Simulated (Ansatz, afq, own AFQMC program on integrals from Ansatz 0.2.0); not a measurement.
Integrals from Ansatz 0.2.0, then the random walk in our own AFQMC program (afq).

```yaml
crystal:
  periodic: [false, false, false]
  atoms:
    - {symbol: W, position_ang: [0.000000, 0.000000, 6.757976]}
    - {symbol: Si, position_ang: [0.000000, 0.000000, -1.686025]}
    - {symbol: H, position_ang: [0.000000, -1.223003, -2.535975]}
    - {symbol: H, position_ang: [0.000000, 1.223003, -2.535975]}
basis:
  gaussian: {orbitals: def2-SVP}
magnetization: {spin_polarized: false, initial_magnetization: 6}
correlation: {method: ccsd_t, electrons: outside_noble_gas, hamiltonian_folder: ham}
```

```sh
$ ansatz run in.yaml --threads 1 --pin off --events-out ev --progress --plain --max-ram 24576MiB --backend cuda --devices 0, --max-vram 18GiB
```

afq runs on the folder ham with

```
--method phaseless --trial hf --walkers 4000 --populations 20 --least-time 40 --time-step 0.005 --steps-per-block 20 --equilibration-blocks 160 --max-blocks 4000 --target-error 0.0021000000000000003 --factor-cut 1e-05 --start spin_pure --seed 7764 --taylor-order 6
```

Times are imaginary, in 1/Eh. The walk had a cap of 67 s. With eight or more populations the least sampling time is a fifth of least-time, and the error comes from their spread. Core potentials past Kr, no spin–orbit coupling.

```
orbitals 51  electrons 9 3  factors 374 of 589
reference energy -356.26679764 Eh
CCSD correlation -0.17522820 Eh in 11 cycles, weight of the determinant in the CISD state 0.8834
energy of the start -356.266798 Eh
 block  time / (1/Eh)  mean weight  energy / Eh
     1     0.100  1.0005  -356.296756
     2     0.200  1.0008  -356.320124
     3     0.300  1.0009  -356.339584
     4     0.400  1.0009  -356.355258
     5     0.500  1.0009  -356.367568
     9     0.900  1.0006  -356.400782
    25     2.500  0.9999  -356.435861
    49     4.900  1.0000  -356.447222
    73     7.300  1.0001  -356.443872
    97     9.700  0.9998  -356.443351
   121    12.100  0.9996  -356.442477
   145    14.500  0.9999  -356.444114
   169    16.900  0.9998  -356.450402
   193    19.300  1.0001  -356.445955
   217    21.700  1.0002  -356.443089
   235    23.500  0.9995  -356.445962
error from the spread of 20 populations
energy -356.445391 +/- 0.000814 Eh
(rows thinned)
```

Estimate how long the walk took on 1 × NVIDIA H100 80GB HBM3 with 2 threads of AMD EPYC 7R13 Processor (Zen 3) (shared host) (the card was shared).

30 s of wall time.

The run passed its tests (sampling time, drift between the halves within three errors, error under three times the target), which doesn't prove that it has relaxed.

Against this walk (error 22.2 meV) on the same determinant: CCSD(T) 12.2 meV higher (within the noise), CCSDT(Q) 10.5 meV lower (within the noise), a separate phaseless walk with a CISD trial and standard settings 0.2 ± 22.3 meV lower (within the noise). The error is statistical and leaves out the bias of the constraint.

Cautions: constraint bias not in the error; no spin-orbit coupling; outer-core shells of the metal frozen; lower spins were not checked; higher spins were not checked; a spin-contaminated unrestricted determinant lies lower (UHF 358 meV lower, ⟨S²⟩ 12.59); CCSDT(Q) on the UHF determinant differs (111 meV lower), perhaps since the unrestricted series falls towards higher spin.

CCSDT and higher add their correlation energy to the determinant of the CCSD(T) run, since their own runs factorise the integrals more tightly (a shift of under 2 meV). A walk keeps the symmetry of its determinant, which the program's search chose and which needn't be the lowest solution, so a lower state of the same spin and another symmetry isn't excluded.
